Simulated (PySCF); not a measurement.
Induced dipoles and field energies

Species: C3H2ClN.
Cartesian coordinates in Å at the PBE0-D3(BJ)/def2-SVP level; atoms count from 1:
```xyz
7
C3H2ClN angstrom
N      2.5807    0.4145   -0.0063
C      1.4878    0.0273    0.0117
C      0.1605   -0.4840    0.0342
C     -0.9441    0.2774    0.0532
Cl    -0.9361    1.9821    0.0524
H      0.0433   -1.5714    0.0367
H     -1.9401   -0.1707    0.0707
```

Level: CAM-B3LYP/def2-SVPD (PySCF); nuclei fixed, core orbitals frozen in the response. Permanent dipole (-3.807, -1.932, 0.065) D (1 au = 2.5417 D). Static polarisability (au):

```
x   72.42 -7.25 -0.62
y   -7.25 57.23  0.12
z   -0.62  0.12 35.92
```

Only the terms in μ and α are kept: μ(F) = μ + αF and ΔE = −μ·F − ½ F·αF.

**Question.** What do fields of 0.257 V/Å (0.005 au) along the six axis directions do?

**Answer.** 
```json
{"field along": "+x", "induced x (D)": "0.920", "induced y (D)": "-0.092", "induced z (D)": "-0.008", "total size (D)": "3.526", "−μ·F (kJ/mol)": "+19.662", "−½F·αF (kJ/mol)": "-2.377"}
{"field along": "−x", "induced x (D)": "-0.920", "induced y (D)": "0.092", "induced z (D)": "0.008", "total size (D)": "5.073", "−μ·F (kJ/mol)": "-19.662", "−½F·αF (kJ/mol)": "-2.377"}
{"field along": "+y", "induced x (D)": "-0.092", "induced y (D)": "0.727", "induced z (D)": "0.002", "total size (D)": "4.082", "−μ·F (kJ/mol)": "+9.978", "−½F·αF (kJ/mol)": "-1.878"}
{"field along": "−y", "induced x (D)": "0.092", "induced y (D)": "-0.727", "induced z (D)": "-0.002", "total size (D)": "4.569", "−μ·F (kJ/mol)": "-9.978", "−½F·αF (kJ/mol)": "-1.878"}
{"field along": "+z", "induced x (D)": "-0.008", "induced y (D)": "0.002", "induced z (D)": "0.456", "total size (D)": "4.307", "−μ·F (kJ/mol)": "-0.336", "−½F·αF (kJ/mol)": "-1.179"}
{"field along": "−z", "induced x (D)": "0.008", "induced y (D)": "-0.002", "induced z (D)": "-0.456", "total size (D)": "4.281", "−μ·F (kJ/mol)": "+0.336", "−½F·αF (kJ/mol)": "-1.179"}
```

**Question.** For the field (0.0025, -0.0015, 0.0010) au, what is the induced dipole, and what angle does it make with the field?

**Answer.** αF = (0.486, -0.264, 0.087) D, at 10.3° to the field. The polarisability along this direction, F·αF/F², is 70.34 au, against a mean of 55.19 au.

**Question.** At what field along the permanent dipole would the induced dipole along it equal the permanent one, in this linear picture?

**Answer.** The polarisability along the dipole is 63.47 au, so F = 1.6798 au / 63.47 au = 0.0265 au = 1.36 V/Å; higher-order terms are ignored.

**Question.** What field makes μF equal to kT at 400 K?

**Answer.** kT = 1.2667 × 10⁻³ Eh, so F = 0.000754 au = 3.88 MV/cm.

**Question.** Induction energy −ᾱe²/2R⁴ of a unit charge at 18 Å, the molecule taken as a point?

**Answer.** R = 34.02 bohr, so the energy is −55.2/(2 × 34.02⁴) Eh = -0.0541 kJ/mol. The charge–dipole term at its most favourable orientation, −μe/R², is -3.81 kJ/mol.

Geometry: PBE0-D3(BJ)/def2-SVP; no solvent, vibrations or thermal averaging.

These values come from a run that also computed excited states and ΔSCF ions. Time: 25 s wall. Hardware: an Arm Neoverse V1 with one thread (shared host).
